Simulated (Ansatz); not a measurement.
Reaction (silylene formation by 1,1-elimination): `Cl[SiH2]Cl` → `Cl[Si]Cl` + H₂

Computed with Ansatz on PBE0-D4/def2-TZVP structures; ΔE is electronic, products minus reactants. CCSD(T)/CBS is the MP2 limit (def2-TZVPP, def2-QZVPP) plus CCSD(T) − MP2 in def2-TZVPP, frozen cores. This one scheme is used for every species. DFT in def2-TZVPP. B3LYP here is the variant with VWN-RPA as its local correlation; programs differ in this.

```tsv
level	ΔE (kcal/mol)
BLYP-D4	30.9
B3LYP-D4	36.0
revPBE	31.9
CCSD(T)/def2-TZVPP	38.9
```

(1) What does CCSD(T)/CBS give? (An estimate is asked.)

Largest T1 diagnostic among the species: 0.013.

Answers

(1) The calculation gave: +39.4 kcal/mol. The listed levels differ from it by -8.5, -3.4, -7.5, -0.5 kcal/mol.

From PBE to PBE0 (25 % exact exchange), in def2-TZVPP and without D4, ΔE moves by +5.3 kcal/mol. In def2-TZVPP, CCSD(T) changes the Hartree–Fock value by −5.1 kcal/mol (the triples alone add −1.2 kcal/mol) and MP2 by −2.7 kcal/mol.
